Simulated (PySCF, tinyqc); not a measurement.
Worked calculation: FCI on RHF in the sto-3g basis, frozen core, for HF, spin multiplicity 1. The lowest restricted solution is unstable here: a spin-polarised one lies 0.0158 hartree lower (PySCF). Computed by tinyqc, a small Python program that keeps every step (integrals from PySCF). Settings: charge = 0, multiplicity = 1, basis = sto-3g, method = RHF, frozen orbitals = 1, energy threshold = 1e-10, iteration cap = 57, orthogonalisation = canonical, start = core, DIIS depth = 6, ci = FCI. Command: `OMP_NUM_THREADS=1 python tinyqc.py 23411 23412 out.jsonl` (the two numbers bound the seeds that draw the settings). One thread of a shared host (Intel(R) Xeon(R) Processor @ 2.60GHz), about 0.1 s of CPU time with the checks. The early iterations of the SCF are left out here.

## One-electron integrals

Geometry (angstrom):
```
atom         x         y         z
F     0.000000  0.000000  0.000000
H     0.000000  0.000000  1.337000
```

Basis sto-3g: exponents (1/bohr^2) and contraction coefficients of normalised primitives:
```
element  l (shell)    exponent  coefficient
F            s (1)  166.679130     0.154329
F            s (1)   30.360812     0.535328
F            s (1)    8.216821     0.444635
F            s (2)    6.464803    -0.099967
F            s (2)    1.502281     0.399513
F            s (2)    0.488588     0.700115
F            p (3)    6.464803     0.155916
F            p (3)    1.502281     0.607684
F            p (3)    0.488588     0.391957
H            s (1)    3.425251     0.154329
H            s (1)    0.623914     0.535328
H            s (1)    0.168855     0.444635
```

Overlap, kinetic and nuclear-attraction integrals over the contracted functions; the nuclear repulsion is the sum of Za Zb / Rab.

nuclear repulsion = 3.56215026 hartree

overlap S, order 1F 1s, 1F 2s, 1F 2px, 1F 2py, 1F 2pz, 2H 1s:
$$\begin{pmatrix}
1.000000 & 0.237990 & 0.000000 & 0.000000 & 0.000000 & 0.018350 \\
0.237990 & 1.000000 & 0.000000 & 0.000000 & 0.000000 & 0.221781 \\
0.000000 & 0.000000 & 1.000000 & 0.000000 & 0.000000 & 0.000000 \\
0.000000 & 0.000000 & 0.000000 & 1.000000 & 0.000000 & 0.000000 \\
0.000000 & 0.000000 & 0.000000 & 0.000000 & 1.000000 & 0.199761 \\
0.018350 & 0.221781 & 0.000000 & 0.000000 & 0.199761 & 1.000000
\end{pmatrix}$$

kinetic energy T (hartree), order 1F 1s, 1F 2s, 1F 2px, 1F 2py, 1F 2pz, 2H 1s:
$$\begin{pmatrix}
36.984577 & -0.212858 & 0.000000 & 0.000000 & 0.000000 & -0.006009 \\
-0.212858 & 1.037995 & 0.000000 & 0.000000 & 0.000000 & -0.000281 \\
0.000000 & 0.000000 & 3.248015 & 0.000000 & 0.000000 & 0.000000 \\
0.000000 & 0.000000 & 0.000000 & 3.248015 & 0.000000 & 0.000000 \\
0.000000 & 0.000000 & 0.000000 & 0.000000 & 3.248015 & 0.053609 \\
-0.006009 & -0.000281 & 0.000000 & 0.000000 & 0.053609 & 0.760032
\end{pmatrix}$$

nuclear attraction V (hartree), order 1F 1s, 1F 2s, 1F 2px, 1F 2py, 1F 2pz, 2H 1s:
$$\begin{pmatrix}
-77.405374 & -9.271004 & 0.000000 & 0.000000 & -0.007083 & -0.731732 \\
-9.271004 & -11.936910 & 0.000000 & 0.000000 & -0.088443 & -1.840365 \\
0.000000 & 0.000000 & -11.830262 & 0.000000 & 0.000000 & 0.000000 \\
0.000000 & 0.000000 & 0.000000 & -11.830262 & 0.000000 & 0.000000 \\
-0.007083 & -0.088443 & 0.000000 & 0.000000 & -11.872862 & -1.405177 \\
-0.731732 & -1.840365 & 0.000000 & 0.000000 & -1.405177 & -4.760197
\end{pmatrix}$$

core Hamiltonian H = T + V (hartree), order 1F 1s, 1F 2s, 1F 2px, 1F 2py, 1F 2pz, 2H 1s:
$$\begin{pmatrix}
-40.420797 & -9.483861 & 0.000000 & 0.000000 & -0.007083 & -0.737741 \\
-9.483861 & -10.898915 & 0.000000 & 0.000000 & -0.088443 & -1.840646 \\
0.000000 & 0.000000 & -8.582247 & 0.000000 & 0.000000 & 0.000000 \\
0.000000 & 0.000000 & 0.000000 & -8.582247 & 0.000000 & 0.000000 \\
-0.007083 & -0.088443 & 0.000000 & 0.000000 & -8.624847 & -1.351568 \\
-0.737741 & -1.840646 & 0.000000 & 0.000000 & -1.351568 & -4.000165
\end{pmatrix}$$

## Two-electron integrals

Functions are numbered as in S; the eight-fold symmetry (ij|kl) = (ji|kl) = (kl|ij) leaves the list below.

Two-electron integrals (ij|kl) in chemists' order, unique and non-zero (hartree):
```
(11|11) 5.403501   (21|11) 0.841920   (21|21) 0.156299   (22|11) 1.268028
(22|21) 0.292344   (22|22) 0.926167   (31|31) 0.027998   (32|31) 0.043169
(32|32) 0.204588   (33|11) 1.264502   (33|21) 0.292403   (33|22) 0.925959
(33|33) 0.997514   (41|41) 0.027998   (42|41) 0.043169   (42|42) 0.204588
(43|43) 0.053770   (44|11) 1.264502   (44|21) 0.292403   (44|22) 0.925959
(44|33) 0.889973   (44|44) 0.997514   (51|51) 0.027998   (52|51) 0.043169
(52|52) 0.204588   (53|53) 0.053770   (54|54) 0.053770   (55|11) 1.264502
(55|21) 0.292403   (55|22) 0.925959   (55|33) 0.889973   (55|44) 0.889973
(55|55) 0.997514   (61|11) 0.065663   (61|21) 0.012098   (61|22) 0.022522
(61|33) 0.022490   (61|44) 0.022490   (61|51) 0.000465   (61|52) 0.000882
(61|55) 0.022588   (61|61) 0.000945   (62|11) 0.188036   (62|21) 0.044028
(62|22) 0.158404   (62|33) 0.156031   (62|44) 0.156031   (62|51) 0.002946
(62|52) 0.024378   (62|55) 0.162991   (62|61) 0.003459   (62|62) 0.035148
(63|31) 0.004340   (63|32) 0.026762   (63|53) 0.004954   (63|63) 0.004932
(64|41) 0.004340   (64|42) 0.026762   (64|54) 0.004954   (64|64) 0.004932
(65|11) 0.137179   (65|21) 0.032505   (65|22) 0.125368   (65|33) 0.120282
(65|44) 0.120282   (65|51) 0.006206   (65|52) 0.044650   (65|55) 0.135396
(65|61) 0.002643   (65|62) 0.034299   (65|65) 0.038242   (66|11) 0.392525
(66|21) 0.093359   (66|22) 0.388414   (66|33) 0.377449   (66|44) 0.377449
(66|51) 0.006682   (66|52) 0.079481   (66|55) 0.410072   (66|61) 0.007353
(66|62) 0.118056   (66|65) 0.135167   (66|66) 0.774606
```

## Orthogonalisation

S = U s U^T; canonical form X = U s^(-1/2), so that X^T S X = 1. Each column of U has its largest component positive (the first on a tie).

eigenvalues of S: [0.650723, 0.858124, 1.000000, 1.000000, 1.124342, 1.366811]

X, order 1F 1s, 1F 2s, 1F 2px, 1F 2py, 1F 2pz, 2H 1s:
$$\begin{pmatrix}
-0.501075 & 0.637142 & 0.000000 & 0.000000 & -0.516092 & 0.371655 \\
0.789834 & -0.344083 & 0.000000 & 0.000000 & -0.299400 & 0.535312 \\
0.000000 & 0.000000 & 0.997890 & -0.064933 & 0.000000 & 0.000000 \\
0.000000 & 0.000000 & 0.064933 & 0.997890 & 0.000000 & 0.000000 \\
0.403892 & 0.652741 & 0.000000 & 0.000000 & 0.620047 & 0.264972 \\
-0.706194 & -0.463594 & 0.000000 & 0.000000 & 0.385951 & 0.486553
\end{pmatrix}$$

Within a degenerate level the vectors are fixed only up to a rotation; this is one choice.

## Iteration 7 (converged): orbitals

converged F (hartree), order 1F 1s, 1F 2s, 1F 2px, 1F 2py, 1F 2pz, 2H 1s:
$$\begin{pmatrix}
-25.921802 & -6.626100 & 0.000000 & 0.000000 & -0.013218 & -0.522162 \\
-6.626100 & -3.013906 & 0.000000 & 0.000000 & -0.013247 & -0.536851 \\
0.000000 & 0.000000 & -0.464524 & 0.000000 & 0.000000 & 0.000000 \\
0.000000 & 0.000000 & 0.000000 & -0.464524 & 0.000000 & 0.000000 \\
-0.013218 & -0.013247 & 0.000000 & 0.000000 & -0.193048 & -0.388380 \\
-0.522162 & -0.536851 & 0.000000 & 0.000000 & -0.388380 & -0.241252
\end{pmatrix}$$

Diagonalise F' = X^T F X, C = X C', fill 5 alpha and 5 beta electrons from the bottom; D = 2 C_occ C_occ^T. Each column has its largest component positive (the first on a tie).

F' = X^T F X (hartree):
$$\begin{pmatrix}
-2.847777 & 4.915442 & 0.000000 & 0.000000 & -4.521350 & 3.699010 \\
4.915442 & -7.741391 & 0.000000 & 0.000000 & 8.027487 & -6.907947 \\
0.000000 & 0.000000 & -0.464524 & 0.000000 & 0.000000 & 0.000000 \\
0.000000 & 0.000000 & 0.000000 & -0.464524 & 0.000000 & 0.000000 \\
-4.521350 & 8.027487 & 0.000000 & 0.000000 & -9.172757 & 7.807982 \\
3.699010 & -6.907947 & 0.000000 & 0.000000 & 7.807982 & -7.726380
\end{pmatrix}$$

orbital energies (hartree): MO1 -25.930985, MO2 -1.407753, MO3 -0.464524, MO4 -0.464524, MO5 -0.455497, MO6 0.305929

coefficients C, order 1F 1s, 1F 2s, 1F 2px, 1F 2py, 1F 2pz, 2H 1s:
$$\begin{pmatrix}
0.995024 & -0.259892 & 0.000000 & 0.000000 & 0.042838 & 0.045310 \\
0.020319 & 1.006002 & 0.000000 & 0.000000 & -0.217079 & -0.242598 \\
0.000000 & 0.000000 & 0.992901 & 0.118944 & 0.000000 & 0.000000 \\
0.000000 & 0.000000 & -0.118944 & 0.992901 & 0.000000 & 0.000000 \\
0.000989 & 0.015605 & 0.000000 & 0.000000 & 0.685622 & -0.757328 \\
-0.002514 & 0.084583 & 0.000000 & 0.000000 & 0.612835 & 0.846519
\end{pmatrix}$$

D after iteration 7, order 1F 1s, 1F 2s, 1F 2px, 1F 2py, 1F 2pz, 2H 1s:
$$\begin{pmatrix}
2.118903 & -0.501068 & 0.000000 & 0.000000 & 0.052598 & 0.003537 \\
-0.501068 & 2.119154 & 0.000000 & 0.000000 & -0.266230 & -0.095989 \\
0.000000 & 0.000000 & 2.000000 & 0.000000 & 0.000000 & 0.000000 \\
0.000000 & 0.000000 & 0.000000 & 2.000000 & 0.000000 & 0.000000 \\
0.052598 & -0.266230 & 0.000000 & 0.000000 & 0.940644 & 0.842981 \\
0.003537 & -0.095989 & 0.000000 & 0.000000 & 0.842981 & 0.765455
\end{pmatrix}$$

Within a degenerate level the vectors are fixed only up to a rotation; this is one choice.

## Convergence

Stop when the energy changes by less than 1e-10 hartree and every element of the error matrix X^T (F D S - S D F) X is below 3e-06.

Course of the cycle:
```
iteration   E (hartree)     change  largest element of the error matrix
1          -97.90268928          -                             3.40e-01
2          -98.44716960  -5.44e-01                             1.45e-01
3          -98.47448237  -2.73e-02                             3.49e-02
4          -98.47519781  -7.15e-04                             1.98e-03
5          -98.47520080  -2.99e-06                             6.15e-05
6          -98.47520080  -3.05e-09                             3.32e-07
7          -98.47520080  -8.53e-14                             1.45e-09
```

PySCF RHF in the same basis = -98.47520080 hartree

Converged in 7 iterations.

## Integrals over molecular orbitals

(pq|rs) = sum C_ip C_jq C_kr C_ls (ij|kl), one index at a time.

one-electron integrals over orbitals h = C^T H C (hartree):
$$\begin{pmatrix}
-40.403652 & 0.726129 & 0.000000 & 0.000000 & -0.112526 & -0.124158 \\
0.726129 & -9.118989 & 0.000000 & 0.000000 & 0.449842 & 0.685974 \\
0.000000 & 0.000000 & -8.582247 & 0.000000 & 0.000000 & 0.000000 \\
0.000000 & 0.000000 & 0.000000 & -8.582247 & 0.000000 & 0.000000 \\
-0.112526 & 0.449842 & 0.000000 & 0.000000 & -6.626933 & 2.350281 \\
-0.124158 & 0.685974 & 0.000000 & 0.000000 & 2.350281 & -5.928814
\end{pmatrix}$$

Two-electron integrals over orbitals (pq|rs), unique and non-zero (hartree); the lowest 1 orbital is frozen and left out:
```
(22|22) 0.877848    (32|32) 0.190794    (33|22) 0.898418    (33|33) 0.997514
(42|42) 0.190794    (43|43) 0.053770    (44|22) 0.898418    (44|33) 0.889973
(44|44) 0.997514    (52|22) -0.045530   (52|33) -0.060150   (52|44) -0.060150
(52|52) 0.128303    (53|32) -0.024196   (53|53) 0.033289    (54|42) -0.024196
(54|54) 0.033289    (55|22) 0.675415    (55|33) 0.661374    (55|44) 0.661374
(55|52) -0.009571   (55|55) 0.657929    (62|22) -0.074091   (62|33) -0.073906
(62|44) -0.073906   (62|52) -0.081885   (62|55) -0.020320   (62|62) 0.091279
(63|32) -0.024802   (63|53) -0.023448   (63|63) 0.028512    (64|42) -0.024802
(64|54) -0.023448   (64|64) 0.028512    (65|22) -0.252352   (65|33) -0.257440
(65|44) -0.257440   (65|52) 0.073232    (65|55) -0.087852   (65|62) 0.031182
(65|65) 0.244086    (66|22) 0.628981    (66|33) 0.614997    (66|44) 0.614997
(66|52) 0.040098    (66|55) 0.638568    (66|62) -0.049247   (66|65) -0.028615
(66|66) 0.661875
```

## FCI: determinants and Hamiltonian

one-electron integrals dressed by the frozen orbital, h + 2 (pq|11) - (p1|1q) (hartree), order 2, 3, 4, 5, 6:
$$\begin{pmatrix}
-6.720213 & 0.000000 & 0.000000 & 0.247308 & 0.433983 \\
0.000000 & -6.083715 & 0.000000 & 0.000000 & 0.000000 \\
0.000000 & 0.000000 & -6.083715 & 0.000000 & 0.000000 \\
0.247308 & 0.000000 & 0.000000 & -4.914873 & 1.493535 \\
0.433983 & 0.000000 & 0.000000 & 1.493535 & -4.296767
\end{pmatrix}$$

energy of the frozen orbital, 2 h_11 + (11|11) = -75.44253634 hartree

Hartree-Fock energy = -98.47520080 hartree

Slater-Condon rules over spin orbitals, with the nuclear repulsion and the energy of the frozen orbital added and E(HF) subtracted on the diagonal. Only determinants linked to the reference directly or through others are kept (one block of an abelian symmetry group), so some states are absent.

Occupation strings over the orbitals (2 doubly, a alpha, b beta, 0 empty; spin orbitals ordered 1a 1b 2a 2b ...): 222220 2222ab 2a222b 2222ba 2b222a 222202 2a22b2 222022 220222 2b22a2 202222

H - E(HF) between determinants (hartree):
```
           222220     2222ab     2a222b     2222ba     2b222a     222202     2a22b2     222022
222220   0.000000   0.000000   0.000000   0.000000   0.000000   0.244086  -0.031182   0.028512
2222ab   0.000000   0.366944  -0.008917  -0.244086  -0.031182   0.059237   0.073232   0.023448
2a222b   0.000000  -0.008917   1.175981  -0.031182  -0.091279  -0.073232  -0.223738   0.024802
2222ba   0.000000  -0.244086  -0.031182   0.366944  -0.008917  -0.059237  -0.028927  -0.023448
2b222a   0.000000  -0.031182  -0.091279  -0.008917   1.175981   0.073232   0.081885  -0.024802
222202   0.244086   0.059237  -0.073232  -0.059237   0.073232   0.776556   0.058586   0.033289
2a22b2  -0.031182   0.073232  -0.223738  -0.028927   0.081885   0.058586   1.612666   0.024196
222022   0.028512   0.023448   0.024802  -0.023448  -0.024802   0.033289   0.024196   0.797331
220222   0.028512   0.023448   0.024802  -0.023448  -0.024802   0.033289   0.024196   0.053770
2b22a2   0.031182  -0.028927   0.081885   0.073232  -0.223738  -0.058586  -0.128303  -0.024196
202222   0.091279   0.081885   0.024843  -0.081885  -0.024843   0.128303   0.094545   0.190794

           220222     2b22a2     202222
222220   0.028512   0.031182   0.091279
2222ab   0.023448  -0.028927   0.081885
2a222b   0.024802   0.081885   0.024843
2222ba  -0.023448   0.073232  -0.081885
2b222a  -0.024802  -0.223738  -0.024843
222202   0.033289  -0.058586   0.128303
2a22b2   0.024196  -0.128303   0.094545
222022   0.053770  -0.024196   0.190794
220222   0.797331  -0.024196   0.190794
2b22a2  -0.024196   1.612666  -0.094545
202222   0.190794  -0.094545   2.633724
```

## FCI: roots

Diagonalise (each vector has its largest component positive (the first on a tie)); all determinants have Ms = 0, so triplets appear too. The lowest singlet root is the correlation energy.

lowest roots of this matrix, relative to E(HF) (hartree): [-0.075402, 0.120093, 0.571675, 0.743561, 0.769733, 0.868681, 1.040135, 1.136896]

lowest vectors, order 222220, 2222ab, 2a222b, 2222ba, 2b222a, 222202, 2a22b2, 222022, 220222, 2b22a2, 202222:
$$\begin{pmatrix}
0.958595 & 0.000000 & -0.107337 & 0.000000 \\
0.024293 & 0.706325 & 0.671715 & 0.000000 \\
-0.009120 & 0.026392 & -0.073646 & 0.000000 \\
-0.024293 & 0.706325 & -0.671715 & 0.000000 \\
0.009120 & 0.026392 & 0.073646 & 0.000000 \\
-0.278569 & 0.000000 & -0.252987 & 0.000000 \\
0.024027 & -0.020194 & -0.065181 & 0.000000 \\
-0.017446 & 0.000000 & -0.034499 & 0.707107 \\
-0.017446 & 0.000000 & -0.034499 & -0.707107 \\
-0.024027 & -0.020194 & 0.065181 & 0.000000 \\
-0.019626 & 0.000000 & -0.018720 & 0.000000
\end{pmatrix}$$

<S^2> of these roots: [0.000000, 2.000000, 0.000000, 0.000000, 0.000000, 0.000000, 2.000000, 0.000000]

weight of the ground state by excitation level 0, 1, 2, ...: [0.918904, 0.001347, 0.079749]
